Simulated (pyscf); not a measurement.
This saddle point was located with ωB97X-D3(BJ)/def2-SVP in PySCF.

```xyz
10

C     -1.3328     1.2535    -0.2359
C     -0.0248     0.4705    -0.0993
In    -0.3006    -1.5826     0.5098
H     -1.9757     0.8267    -1.0205
H     -1.9133     1.2594     0.7012
H     -1.1341     2.3079    -0.4961
H      0.6462     0.9344     0.6387
H      0.5177     0.4330    -1.0574
H     -1.4943    -2.1586    -1.0150
H     -1.0878    -3.0256     0.0458
```
Charge 0, spin multiplicity 1.

Surface: singlet, charge 0. Lowest wavenumbers (cm⁻¹): 1447i, 94, 187, 240, 335.

Task: What reaction is this the transition state of?

Result: H₃C–CH₂–InH₂ ⇌ H₃C–CH₂–In [singlet] + H₂, a 1,1-elimination read from left to right: H–In, H–In broken and H–H formed. At ωB97M-D3(BJ)/def2-TZVP it lies +237.5 kJ/mol from the left side and +223.8 kJ/mol from the right (each side as separated species at their lowest minima found). H₃C–CH₂–InH₂ lies 34.7 kJ/mol over its isomer H₃C–InH–CH₃ (electronic energy, ωB97M-D3(BJ)/def2-TZVP). One saddle was located; it need not be the lowest between these sides. Elements past Kr carry the def2 core potentials, without spin-orbit coupling.
